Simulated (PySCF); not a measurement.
Process, species as SMILES: PP (P2H4) + [H][H] (H2) → 2 P (PH3)
B3LYP-D3(BJ)/def2-TZVP geometries, fixed; electronic energies without zero-point terms.

Effect of the SCF energy threshold at HF/aug-cc-pV(T+d)Z with PySCF, against the last row, where the energy of full hydrogenation is -10.95 kcal/mol.

```csv
setting,"SCF cycles, largest species",largest shift of a total energy (mEh),shift of the energy of full hydrogenation (kcal/mol)
conv_tol: 1e-4,5,0.001,0.000
conv_tol: 1e-5,6,0.000,0.000
conv_tol: 1e-6,7,0.000,0.000
conv_tol: 1e-7,8,0.000,0.000
conv_tol: 1e-11,11,0.000,0.000
```

Within 0.02 kcal/mol in the energy of full hydrogenation: conv_tol: 1e-4; conv_tol: 1e-5; conv_tol: 1e-6; conv_tol: 1e-7. The largest shift is 0.001 mEh in a total energy and 0.000 kcal/mol in the difference.
